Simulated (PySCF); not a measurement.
**Molecular orbitals of AlC**

BHandHLYP at R = 1.975 Å; PySCF, no relativity, basis sets Al def2-SVPD, C def2-SVPD. State: ⁴Σ⁻ (quartet), unpaired electrons σ ↑, π ↑↑. Only the outer orbitals are listed, counted within each symmetry.

```tsv
spin	orbital	occ.	ε (eV)	on Al (%)	main shells (%)
α	5σ	1	-19.04	14	85 C s
α	6σ	1	-10.67	44	47 C p, 43 Al s, 10 C s
α	2π	1	-8.26	14	85 C p, 11 Al p
α	2π	1	-8.26	14	85 C p, 11 Al p
α	7σ	1	-7.29	70	39 Al s, 29 Al p, 27 C p
α	3π	0	-0.54	92	85 Al p, 8 C p
α	3π	0	-0.54	92	85 Al p, 8 C p
α	8σ	0	1.02	104	94 Al s
β	5σ	1	-14.68	25	71 C s, 19 Al s
β	6σ	1	-8.09	84	76 Al s, 14 C s
β	2π	0	-1.80	75	72 Al p, 26 C p
β	2π	0	-1.80	75	72 Al p, 26 C p
β	7σ	0	-1.48	38	40 C p, 34 Al p, 21 C s
```

Task: Which are the highest filled and the lowest empty level, where do they sit, and how wide is the gap?

Result: Highest filled α 7σ at -7.29 eV (in %: 39 Al s, 29 Al p, 27 C p); lowest empty β 2π at -1.80 eV (in %: 72 Al p, 26 C p); the gap at BHandHLYP is 5.49 eV.

```
bond order (Mayer)                              : 1.09
⟨S²⟩                                            : 3.758
charge on Al (Mulliken, basis-dependent)        : 0.35
charge on Al (Löwdin, basis-dependent)          : 0.33
dipole moment (positive dipole means Al(−)C(+)) : -1.77 D
```

Shares are Mulliken populations and can fall outside 0 to 100 %.

The state was picked by a PBE0 search and need not be the measured ground state.
